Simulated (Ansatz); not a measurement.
The cluster Mg₃H₄ (the lowest singlet isomer of a short search) was relaxed with r2SCAN-D4 (def2-TZVP, def2-TZVPD) in Ansatz in these states: charge -1 doublet, neutral quintet, neutral singlet, neutral triplet. The geometries follow in no particular order.

A:

```csv
atom,x (Å),y (Å),z (Å)
Mg1,-0.017,-0.110,-1.863
Mg2,2.722,0.481,-0.663
Mg3,0.777,-0.125,1.411
H4,-1.914,-0.307,-0.653
H5,0.853,0.786,-0.400
H6,-0.787,-0.323,2.111
H7,-1.634,-0.403,0.056
```

B:

```xyz
7

Mg   -0.3229   -1.2906    0.1270
Mg   -1.1539    0.6278   -2.5962
Mg    0.5319    1.1771    0.3429
H    -0.8314   -2.9596    0.1156
H    -0.7879    0.1623    1.2605
H     1.1597    2.7810    0.6225
H     1.4044   -0.4980    0.1276
```

C:

```tsv
atom	x (Å)	y (Å)	z (Å)
Mg1	0.701	-0.431	1.187
Mg2	1.015	2.348	-0.752
Mg3	-1.040	-0.361	-0.936
H4	1.842	-0.319	2.452
H5	0.624	-1.134	-0.550
H6	-2.057	-0.168	-2.294
H7	-1.085	0.064	0.892
```

D:

```xyz
7

Mg    0.382    1.291   -1.511
Mg    1.191   -1.891    0.733
Mg   -0.787    0.173    0.507
H     0.960   -0.423   -0.439
H     0.043    1.795    0.379
H    -0.459   -1.272    1.561
H    -1.330    0.325   -1.230
```

Judge from the bond lengths which geometry belongs to which state (an estimate).

A is the neutral quintet (Mg3–H7 2.780 Å, Mg1–Mg3 3.369 Å, Mg1–H7 2.527 Å); B is the charge -1 doublet (Mg3–H7 1.901 Å, Mg1–Mg3 2.620 Å, Mg1–H7 1.900 Å); C is the neutral singlet (Mg3–H7 1.877 Å, Mg1–Mg3 2.746 Å, Mg1–H7 1.877 Å); D is the neutral triplet (Mg3–H7 1.826 Å, Mg1–Mg3 2.586 Å, Mg1–H7 1.986 Å).

At r2SCAN-D4/def2-TZVPD the highest occupied level of the relaxed charge -1 doublet lies above zero (up to 0.45 eV). By energy differences its removal costs 1.15 eV (each at its own geometry, to the charge 0 singlet, at PBE0-D4/def2-TZVPD). At PBE0-D4/def2-TZVP a singlet lies 3.26 eV below the neutral quintet. At PBE0-D4/def2-TZVP a singlet lies 0.54 eV below the neutral triplet. In the quintet, H4 and H7 lie 0.77 Å apart (atoms count from 1), so H2 has formed as a molecule. These are the stationary points nearest to one start from a short search; other shapes may lie lower in each state.
